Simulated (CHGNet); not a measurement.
## fcc Ni

Calculation: the machine-learned potential CHGNet 0.3.0 (trained on PBE and PBE+U data).

Cell: relaxed at this level.

```json
{
  "lattice_constant_a": "3.503 Å",
  "equilibrium_volume_per_atom": "10.75 Å³/atom",
  "vacancy_formation_energy": "1.23 eV"
}
```

Measured, for comparison: lattice constant a 3.508 Å, equilibrium volume per atom 10.79 Å³/atom (static lattice: zero-point anharmonic expansion removed; as tabulated in Mejia-Rodriguez and Trickey (2018), arXiv:1807.09216); vacancy formation energy 1.79 eV (no zero-point or thermal correction, monovacancy; as tabulated in Nandi et al. (2010), arXiv:0904.3859). Computed (rounded) less measured: lattice constant a -0.1 %, equilibrium volume per atom -0.4 %, vacancy formation energy -0.56 eV.

A machine-learned potential is trained on density-functional data: it inherits that level's misses and adds fitting errors of its own.
